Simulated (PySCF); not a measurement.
# C5H13P: magnetic properties

What do calculations give for the magnetic properties of C5H13P (`[H][P@TB1](C)(C)(C)C=C`)?

Computed with PySCF 2.14.0 and routines of our own; the level stands in each step. Atoms count from 0.

## 1. The starting structure

19 atoms, charge 0, multiplicity 1; geometry from: GFN2-xTB.

## 2. Optimising the geometry at PBE0-D3(BJ)/def2-SVP

The job: settings as JSON, then the geometry in Å.

```
{"job": {"xc": "PBE0", "basis": "def2-SVP", "d3": "d3bj", "grid": 1, "kind": "geom"}, "charge": 0, "multiplicity": 1}
C      1.720141     0.892899    -1.400290
C      1.075549    -0.097210    -0.807609
P     -0.440350    -0.173577     0.349277
C     -0.703780     1.634611     0.404798
C     -1.375932    -1.144894    -0.909041
C      0.586867    -0.922835     1.684454
H      1.438264     1.926859    -1.287066
H      2.575786     0.718330    -2.037843
H      1.444217    -1.110398    -0.990676
H     -1.616952    -0.410760     1.257096
H     -1.557480     1.874952     1.034939
H      0.198645     2.101491     0.797387
H     -0.870967     1.994105    -0.609633
H     -2.380368    -0.724199    -0.950378
H     -1.454233    -2.166326    -0.534833
H     -0.918404    -1.142311    -1.897143
H      1.658836    -0.830539     1.517443
H      0.309844    -1.975030     1.755582
H      0.300515    -0.435919     2.616074
```

Launch:

```bash
$ OMP_NUM_THREADS=1 python excited_run.py task.json out
```

One launch serves the whole session: the jobs run in the order shown.

The log of the run:

```text
step   0  E = -539.00118301  max force = 0.012309
step   1  E = -539.00312516  max force = 0.001448
step   2  E = -539.00314377  max force = 0.000730
step   3  E = -539.00314098  max force = 0.000757
step   4  E = -539.00314907  max force = 0.000267
optimisation converged
```

Run time: 25 s. Hardware: 1 thread of Intel Xeon 6975P-C, shared host; peak memory 0.69 GiB.

Relaxation path:

| step | energy from step 0 (eV) | largest force component (eV/Å) |
| --- | --- | --- |
| 0 | 0.0000 | 0.6330 |
| 1 | -0.0528 | 0.0745 |
| 2 | -0.0534 | 0.0375 |
| 3 | -0.0533 | 0.0389 |
| 4 | -0.0535 | 0.0137 |

Distances of close pairs at the start and the end, largest changes first:

| bond | before (Å) | after (Å) | change (Å) |
| --- | --- | --- | --- |
| C1–P2 | 1.908 | 1.946 | +0.038 |
| C0–H6 | 1.078 | 1.095 | +0.017 |
| C0–H7 | 1.081 | 1.097 | +0.016 |
| C0–C1 | 1.322 | 1.336 | +0.014 |
| C5–H17 | 1.090 | 1.101 | +0.011 |
| C1–H8 | 1.094 | 1.104 | +0.011 |
| C4–H14 | 1.091 | 1.101 | +0.011 |
| P2–C3 | 1.828 | 1.838 | +0.010 |

The next job starts from the end point, and lists it.

| at the end point | value |
| --- | --- |
| point group (found at 0.08 Å tolerance) | Cs |
| rotational constants (GHz, main isotopes) | 2.921, 2.113, 2.072 |
| dipole moment (D) | 0.11 |

## 3. Magnetic properties: GIAO KT3/pcSseg-1

The job: settings as JSON, then the geometry in Å.

```
{"job": {"kind": "mag", "xc": "KT3", "basis": "pcSseg-1", "isotopologues": 2}, "charge": 0, "multiplicity": 1}
C      1.694918     0.915926    -1.245450
C      1.056370    -0.100953    -0.660003
P     -0.492376    -0.158933     0.516762
C     -0.711150     1.666106     0.537838
C     -1.437168    -1.144148    -0.732239
C      0.521044    -0.925878     1.860330
H      1.392834     1.960633    -1.116285
H      2.565428     0.757132    -1.893547
H      1.453882    -1.110360    -0.866134
H     -1.684498    -0.344476     1.429523
H     -1.564726     1.938975     1.170189
H      0.205116     2.138135     0.919729
H     -0.875435     2.025609    -0.487813
H     -2.452879    -0.725909    -0.780377
H     -1.521453    -2.170780    -0.342932
H     -0.976163    -1.160071    -1.729510
H      1.604912    -0.849549     1.696527
H      0.229041    -1.985580     1.926917
H      0.235217    -0.444614     2.806553
```

Level: GIAO KT3/pcSseg-1 magnetisability, rotational g tensor and spin-rotation constants, non-relativistic, gas phase.

The log of the run:

```text
coarse grid: 15120 points
cycle   1  E = -545.2411421105  dE =  2.341e-01  |g| = 6.423e-01  |ddm| = 3.841e+00
cycle   2  E = -545.1137466963  dE =  1.274e-01  |g| = 9.230e-01  |ddm| = 1.872e+00
cycle   3  E = -545.3562315899  dE = -2.425e-01  |g| = 1.223e-01  |ddm| = 1.296e+00
cycle   4  E = -545.3597192492  dE = -3.488e-03  |g| = 5.731e-02  |ddm| = 1.942e-01
cycle   5  E = -545.3605856623  dE = -8.664e-04  |g| = 1.321e-02  |ddm| = 6.740e-02
cycle   6  E = -545.3606374507  dE = -5.179e-05  |g| = 3.072e-03  |ddm| = 2.344e-02
cycle   7  E = -545.3606396107  dE = -2.160e-06  |g| = 1.081e-03  |ddm| = 5.212e-03
final grid: 137808 points
cycle   8  E = -545.3815831536  dE = -1.882e-04  |g| = 8.624e-03  |ddm| = 5.698e-02
cycle   9  E = -545.3815778415  dE =  5.312e-06  |g| = 7.172e-03  |ddm| = 1.363e-02
cycle  10  E = -545.3815853525  dE = -7.511e-06  |g| = 4.056e-03  |ddm| = 1.205e-02
cycle  11  E = -545.3815894964  dE = -4.144e-06  |g| = 1.312e-03  |ddm| = 4.761e-03
cycle  12  E = -545.3815899815  dE = -4.850e-07  |g| = 6.746e-05  |ddm| = 1.250e-03
cycle  13  E = -545.3815899817  dE = -2.246e-10  |g| = 5.547e-05  |ddm| = 1.268e-04
cycle  14  E = -545.3815899826  dE = -8.481e-10  |g| = 5.252e-06  |ddm| = 6.773e-05
converged SCF energy = -545.3815899826

Magnetisability tensor (1e-30 J/T^2)
    -1219.81      -20.76        5.30
      -20.76    -1032.18       -2.99
        5.30       -2.99    -1219.41
isotropic -1157.13   principal values   -1225.90  -1215.67  -1029.84
isotropic susceptibility -69.684 1e-6 cm^3/mol

Inertial axes            a          b          c
rot. const./GHz      2.9205     2.1127     2.0720
chi total           -71.863    -73.191    -63.999
chi diamagnetic    -558.071   -721.464   -730.840
chi paramagnetic    486.208    648.273    666.841
quadrupole/D A       -4.316      0.866      3.450
g nuclear            0.6512     0.6302     0.6257
g electronic        -0.6671    -0.6434    -0.6491
g total             -0.0159    -0.0132    -0.0234

Spin-rotation constants (kHz, H = +C I.J)
atom  isotope        aa         bb         cc
  2    31P        4.547      1.839      2.009
  6     1H       -0.246     -0.235      0.156
  7     1H        0.059     -0.218     -0.064
  8     1H       -0.275     -0.258      0.250
  9     1H        0.108     -0.131     -0.103
 10     1H       -0.132     -0.265     -0.060
 11     1H       -0.198     -0.029     -0.198
 12     1H       -0.195     -0.043     -0.185
 13     1H       -0.277     -0.108     -0.086
 14     1H       -0.131     -0.221     -0.072
 15     1H       -0.094     -0.129     -0.201
 16     1H       -0.096     -0.140     -0.189
 17     1H       -0.143     -0.217     -0.066
 18     1H       -0.265     -0.088     -0.115
  0    13C*       0.927      0.314      0.792
  1    13C*       1.114      0.387      1.107
  3    13C*       0.417      0.362      0.265
* in the singly substituted isotopologue

Isotopologues: g along a, b, c
2H    at 6,7,8,9,10,11,    -0.0126    -0.0106    -0.0185
13C   at 0                 -0.0158    -0.0129    -0.0230
```

It took 32 s on 1 thread of Intel Xeon 6975P-C, shared host; peak memory 0.65 GiB.

Key values:

| quantity | value |
| --- | --- |
| magnetisability | -1157·10⁻³⁰ J/T² |
| molar susceptibility | -69.7·10⁻⁶ cm³/mol |
| rotational g (a, b, c) | -0.0159, -0.0132, -0.0234 |

Orbitals, density, ELF and potential are computed afterwards from the orbital file.

Frontier orbitals at KT3/pcSseg-1, with the share of their density that lies nearest to each atom:

| orbital | energy (eV) | lies on |
| --- | --- | --- |
| HOMO | -4.91 | H9 33 %; C1 21 %; C4, C5 about 7 % each |
| LUMO | -0.41 | C0, C1 about 30 % each; H6, H7 about 8 % each |

ELF in a plane through or near 6 of the atoms.

Values, 10 rows by 14 columns:
```
0.00 0.00 0.00 0.00 0.00 0.00 0.00 0.00 0.00 0.00 0.00 0.00 0.00 0.00
0.00 0.00 0.00 0.00 0.00 0.00 0.00 0.01 0.00 0.00 0.00 0.00 0.00 0.00
0.00 0.00 0.00 0.00 0.01 0.46 0.26 0.68 0.33 0.00 0.00 0.00 0.00 0.00
0.00 0.00 0.00 0.01 0.02 0.97 0.96 0.50 0.04 0.61 0.54 0.02 0.00 0.00
0.00 0.00 0.18 0.99 0.96 0.02 0.27 0.46 0.56 0.98 0.91 0.14 0.00 0.00
0.00 0.00 0.05 0.64 0.24 0.71 0.90 0.19 0.24 0.14 0.03 0.00 0.00 0.00
0.00 0.01 0.97 1.00 0.70 0.57 0.85 0.11 0.05 0.01 0.00 0.00 0.00 0.00
0.00 0.00 0.28 0.69 0.03 0.64 0.99 0.29 0.00 0.01 0.00 0.00 0.00 0.00
0.00 0.00 0.00 0.00 0.00 0.00 0.02 0.00 0.00 0.00 0.00 0.00 0.00 0.00
0.00 0.00 0.00 0.00 0.00 0.00 0.00 0.00 0.00 0.00 0.00 0.00 0.00 0.00
```
The map spans 11.4 Å across and 10.3 Å up, centred on the molecule. Atoms in the plane (x, y in Å): C0 (-2.3, -0.6), C1 (-1.0, -0.9), P2 (0.6, 0.2), H7 (-3.1, -1.3), H8 (-0.8, -1.9), H11 (-1.0, 2.0).

On the surface of density 0.002 e/bohr³ the electrostatic potential runs, from the 1st to the 99th percentile, from -0.80 to 0.74 V.

## 4. Magnetic properties: GIAO HSE06/6-31G*

The job, as its differences from that of step 3:

```diff
@@ -1,2 +1,2 @@
-{"job": {"kind": "mag", "xc": "KT3", "basis": "pcSseg-1", "isotopologues": 2}, "charge": 0, "multiplicity": 1}
+{"job": {"kind": "mag", "xc": "HSE06", "basis": "6-31G*", "scf": {"conv": 1e-08}}, "charge": 0, "multiplicity": 1}
 C      1.694918     0.915926    -1.245450
```

With the program's defaults for keys left out, this is: GIAO HSE06/6-31G* magnetisability, rotational g tensor and spin-rotation constants, non-relativistic, gas phase.

The log of the run:

```text
final grid: 137808 points
cycle   1  E = -539.1629442013  dE =  3.211e-01  |g| = 5.301e-01  |ddm| = 3.713e+00
cycle   2  E = -539.1439989603  dE =  1.895e-02  |g| = 5.883e-01  |ddm| = 1.236e+00
cycle   3  E = -539.2388704447  dE = -9.487e-02  |g| = 5.925e-02  |ddm| = 7.373e-01
cycle   4  E = -539.2394845764  dE = -6.141e-04  |g| = 3.890e-02  |ddm| = 1.124e-01
cycle   5  E = -539.2398830036  dE = -3.984e-04  |g| = 6.163e-03  |ddm| = 4.128e-02
cycle   6  E = -539.2398949359  dE = -1.193e-05  |g| = 1.070e-03  |ddm| = 1.218e-02
cycle   7  E = -539.2398952370  dE = -3.011e-07  |g| = 3.868e-04  |ddm| = 1.656e-03
cycle   8  E = -539.2398952965  dE = -5.945e-08  |g| = 3.056e-05  |ddm| = 4.950e-04
cycle   9  E = -539.2398952791  dE =  1.736e-08  |g| = 1.651e-05  |ddm| = 6.251e-05
cycle  10  E = -539.2398952967  dE = -1.764e-08  |g| = 2.619e-06  |ddm| = 2.314e-05
cycle  11  E = -539.2398952967  dE = -1.819e-12  |g| = 7.549e-07  |ddm| = 4.292e-06
converged SCF energy = -539.2398952967

Magnetisability tensor (1e-30 J/T^2)
    -1227.43      -27.62       -3.21
      -27.62    -1031.99        0.24
       -3.21        0.24    -1232.65
isotropic -1164.03   principal values   -1235.18  -1228.73  -1028.16
isotropic susceptibility -70.099 1e-6 cm^3/mol

Inertial axes            a          b          c
rot. const./GHz      2.9205     2.1127     2.0720
chi total           -72.301    -74.362    -63.634
chi diamagnetic    -556.403   -719.959   -729.329
chi paramagnetic    484.101    645.596    665.694
quadrupole/D A       -4.497      0.962      3.535
g nuclear            0.6512     0.6302     0.6257
g electronic        -0.6642    -0.6408    -0.6480
g total             -0.0130    -0.0106    -0.0223

Spin-rotation constants (kHz, H = +C I.J)
atom  isotope        aa         bb         cc
  2    31P        4.206      1.642      1.776
  6     1H       -0.261     -0.243      0.150
  7     1H        0.047     -0.230     -0.073
  8     1H       -0.285     -0.264      0.239
  9     1H        0.106     -0.136     -0.105
 10     1H       -0.145     -0.268     -0.072
 11     1H       -0.210     -0.041     -0.207
 12     1H       -0.207     -0.055     -0.195
 13     1H       -0.287     -0.119     -0.097
 14     1H       -0.147     -0.233     -0.081
 15     1H       -0.110     -0.142     -0.210
 16     1H       -0.111     -0.152     -0.199
 17     1H       -0.159     -0.229     -0.075
 18     1H       -0.275     -0.099     -0.126
  0    13C*       0.871      0.269      0.765
  1    13C*       1.056      0.344      1.063
  3    13C*       0.356      0.321      0.229
* in the singly substituted isotopologue
```

Wall time 22 s (1 thread of Intel Xeon 6975P-C, shared host); peak memory 0.65 GiB.

From this job:

| quantity | value |
| --- | --- |
| magnetisability | -1164·10⁻³⁰ J/T² |
| molar susceptibility | -70.1·10⁻⁶ cm³/mol |
| rotational g (a, b, c) | -0.0130, -0.0106, -0.0223 |

## 5. Magnetic properties: common gauge origin revPBE/6-31G*

The job, as its differences from that of step 4:

```diff
@@ -1,2 +1,2 @@
-{"job": {"kind": "mag", "xc": "HSE06", "basis": "6-31G*", "scf": {"conv": 1e-08}}, "charge": 0, "multiplicity": 1}
+{"job": {"kind": "mag", "xc": "revPBE", "basis": "6-31G*", "scf": {"conv": 1e-11}, "gauge": [0, 0, 0]}, "charge": 0, "multiplicity": 1}
 C      1.694918     0.915926    -1.245450
```

With the program's defaults for keys left out, this is: common gauge origin revPBE/6-31G* magnetisability, rotational g tensor and spin-rotation constants, non-relativistic, gas phase.

The log of the run:

```text
final grid: 137808 points
cycle   1  E = -539.3253460118  dE =  2.303e-01  |g| = 6.845e-01  |ddm| = 3.764e+00
cycle   2  E = -539.1936328393  dE =  1.317e-01  |g| = 9.589e-01  |ddm| = 1.956e+00
cycle   3  E = -539.4519090558  dE = -2.583e-01  |g| = 1.077e-01  |ddm| = 1.302e+00
cycle   4  E = -539.4542703534  dE = -2.361e-03  |g| = 6.392e-02  |ddm| = 1.942e-01
cycle   5  E = -539.4553672445  dE = -1.097e-03  |g| = 1.253e-02  |ddm| = 7.759e-02
cycle   6  E = -539.4554174049  dE = -5.016e-05  |g| = 2.471e-03  |ddm| = 2.430e-02
cycle   7  E = -539.4554189916  dE = -1.587e-06  |g| = 8.572e-04  |ddm| = 4.101e-03
cycle   8  E = -539.4554192035  dE = -2.119e-07  |g| = 1.069e-04  |ddm| = 1.241e-03
cycle   9  E = -539.4554192059  dE = -2.424e-09  |g| = 5.923e-05  |ddm| = 2.017e-04
cycle  10  E = -539.4554192069  dE = -9.973e-10  |g| = 8.780e-06  |ddm| = 8.283e-05
cycle  11  E = -539.4554192069  dE = -1.819e-11  |g| = 4.461e-06  |ddm| = 1.987e-05
cycle  12  E = -539.4554192069  dE = -2.274e-12  |g| = 1.727e-06  |ddm| = 7.807e-06
converged SCF energy = -539.4554192069

Magnetisability tensor (1e-30 J/T^2)
    -4592.64      534.85     -298.58
      534.85    -5500.93     -348.99
     -298.58     -348.99    -4652.39
isotropic -4915.32   principal values   -5784.64  -4914.62  -4046.70
isotropic susceptibility -296.008 1e-6 cm^3/mol

Inertial axes            a          b          c
rot. const./GHz      2.9205     2.1127     2.0720
chi total          -244.407   -296.082   -347.535
chi diamagnetic    -556.243   -719.960   -729.189
chi paramagnetic    311.837    423.878    381.654
quadrupole/D A       -4.599      1.133      3.466
g nuclear            0.6512     0.6302     0.6257
g electronic        -0.4279    -0.4207    -0.3715
g total              0.2233     0.2095     0.2542

Spin-rotation constants (kHz, H = +C I.J)
atom  isotope        aa         bb         cc
  2    31P        4.168      1.571      1.586
  6     1H       -0.543     -0.235      0.303
  7     1H        0.077      0.544      0.942
  8     1H        0.067     -0.446     -0.395
  9     1H       -0.423      0.249      0.077
 10     1H        0.536      0.227     -0.275
 11     1H       -0.193     -0.208     -0.433
 12     1H       -0.186     -0.132     -0.504
 13     1H       -0.093     -0.139      0.360
 14     1H       -0.224      0.230      0.020
 15     1H        0.339     -0.587     -0.407
 16     1H        0.344     -0.567     -0.434
 17     1H       -0.241      0.281     -0.033
 18     1H       -0.101     -0.143      0.394
  0    13C*       0.761      0.160      0.717
  1    13C*       0.880      0.044      0.699
  3    13C*       0.182      0.153      0.063
* in the singly substituted isotopologue
```

Wall time 11 s (1 thread of Intel Xeon 6975P-C, shared host); peak memory 0.65 GiB.

The run ended normally, but its values are not to be used for the molecule: a common gauge origin replaces GIAOs, so the magnetic properties depend on where the origin lies.

## 6. Magnetic properties side by side

| level | ξ (10⁻³⁰ J/T²) | g(a) | g(b) | gap (eV) | functions | time |
| --- | --- | --- | --- | --- | --- | --- |
| GIAO KT3/pcSseg-1 | -1157 | -0.0159 | -0.0132 | 4.50 | 174 | 32 s |
| GIAO HSE06/6-31G* | -1164 | -0.0130 | -0.0106 | 5.94 | 114 | 22 s |

## 7. Outcome

| quantity | value |
| --- | --- |
| point group | Cs |
| rotational constants (main isotopes) | 2.92, 2.11, 2.07 GHz |
| magnetisability (step 3, GIAO KT3/pcSseg-1) | -1157·10⁻³⁰ J/T² |
| molar susceptibility (step 3, GIAO KT3/pcSseg-1) | -69.7·10⁻⁶ cm³/mol |
| rotational g (a, b, c) (step 3, GIAO KT3/pcSseg-1) | -0.0159, -0.0132, -0.0234 |
| surface potential, 1st and 99th percentile | -0.80 V and 0.74 V |
| magnetisability over the levels | -1164 to -1157·10⁻³⁰ J/T² |
| runs | 0 failed, 1 ended on unsound input |

In words: Over 4 steps the energy fell by 0.053 eV; of the close pairs, C1–P2 changed most, 1.908 to 1.946 Å. No frequency check was run at this level, so the end point may be a saddle. By nearest atom (KT3/pcSseg-1), the HOMO sits on H9 33 %; C1 21 % and the LUMO on C0, C1 about 30 % each; H6, H7 about 8 % each. The magnetisability spreads by 0.6 % over 2 levels, from GIAO HSE06/6-31G* (22 s) to GIAO KT3/pcSseg-1 (32 s); the runs took 22 s to 32 s. Two levels can agree by chance, so this spread shows no convergence. Vibrational averaging and real surroundings are missing from these values.
